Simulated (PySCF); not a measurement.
How the method moves the adiabatic energies of losing or gaining an electron of cyanic acid

Structure: `N#CO` (CHNO).

All levels share the PBE0-D3(BJ)/ma-def2-SVP structures and the PBE0-D3(BJ)/ma-def2-SVP thermal terms; only the single-point energies (PySCF) change. Values are adiabatic energies of losing or gaining an electron (0 K, eV).

```tsv
level	ionisation energy to the radical cation
TPSS-D3(BJ)/ma-def2-TZVP (grid 3)	11.43
PBE-D3(BJ)/ma-def2-TZVP	11.51
PBE0-D3(BJ)/def2-SVP	11.55
PBE0-D3(BJ)/ma-def2-TZVP	11.58
PBE0-D3(BJ)/def2-QZVP	11.58
M06/ma-def2-TZVP (grid 3)	11.59
PBE0-D3(BJ)/6-311++G(2d,2p)	11.62
PBE0-D3(BJ)/ma-def2-SVP	11.70
ωB97M-D3(BJ)/ma-def2-TZVP (grid 3)	11.71
CAM-B3LYP-D3(BJ)/ma-def2-TZVP	11.72
M06-2X/ma-def2-TZVP (grid 3)	11.84
```

The spread: 0.41 eV, from 11.43 to 11.84.
